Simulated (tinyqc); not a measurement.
Worked calculation: UHF in the sto-3g basis, for H3O+, spin multiplicity 1. Computed by tinyqc, a small Python program that keeps every step (integrals from PySCF). Settings: charge = 1, multiplicity = 1, basis = sto-3g, energy threshold = 1e-08, iteration cap = 54, orthogonalisation = symmetric, start = Wolfsberg-Helmholz matrix, DIIS depth = 0, damping = 0.7, method = UHF, break = 0.7. Command: `OMP_NUM_THREADS=1 python tinyqc.py 21005 21006 out.jsonl` (the two numbers bound the seeds that draw the settings). One thread of a shared host (Intel(R) Xeon(R) Processor @ 2.60GHz), about 0.2 s of CPU time with the checks.

Geometry (angstrom):
```
atom,x,y,z
O,0.000000,0.000000,0.221000
H,1.018000,0.000000,0.000000
H,-0.509000,0.882000,0.000000
H,-0.509000,-0.882000,0.000000
```

Stop when the energy changes by less than 1e-08 hartree and every element of the error matrix X^T (F D S - S D F) X (for each spin) is below 3e-05.

Course of the cycle:
```
iteration,E (hartree),change,largest element of the error matrix
1,-74.64707935,-,2.50e-01
2,-74.77961930,-1.33e-01,1.76e-01
3,-74.89298019,-1.13e-01,1.45e-01
4,-74.98708866,-9.41e-02,1.22e-01
5,-75.06333218,-7.62e-02,1.03e-01
6,-75.12390838,-6.06e-02,8.70e-02
7,-75.17130168,-4.74e-02,7.35e-02
8,-75.20793764,-3.66e-02,6.23e-02
9,-75.23599445,-2.81e-02,5.28e-02
10,-75.25732618,-2.13e-02,4.48e-02
11,-75.27345448,-1.61e-02,3.81e-02
12,-75.28559636,-1.21e-02,3.25e-02
13,-75.29470715,-9.11e-03,2.77e-02
14,-75.30152646,-6.82e-03,2.37e-02
...,...,...,...
41,-75.32150520,-2.63e-06,4.56e-04
42,-75.32150719,-1.99e-06,3.97e-04
43,-75.32150870,-1.51e-06,3.45e-04
44,-75.32150984,-1.14e-06,3.00e-04
45,-75.32151070,-8.65e-07,2.61e-04
46,-75.32151136,-6.57e-07,2.27e-04
47,-75.32151186,-5.00e-07,1.97e-04
48,-75.32151224,-3.81e-07,1.72e-04
49,-75.32151253,-2.91e-07,1.50e-04
50,-75.32151275,-2.22e-07,1.31e-04
51,-75.32151292,-1.70e-07,1.14e-04
52,-75.32151305,-1.30e-07,9.92e-05
53,-75.32151315,-1.00e-07,8.66e-05
54,-75.32151323,-7.70e-08,7.56e-05
```

Can the last value be used, and what does the course show?

Not by the stop rule, although the second column moves by less than 1e-06 over the last three steps. Not converged within the cap of 54 iterations: the residual falls steadily but slowly, by a factor of about 0.87 a step. Reruns (cap 100 unless said): DIIS 8: converged in 10; damping 0.5: converged in 38; level shift 0.5: converged in 27; atomic densities as start, DIIS 8: converged in 7; the original settings with a cap of 400: converged in 62. PySCF UHF in the same basis, after a stability check = -75.32151349 hartree.
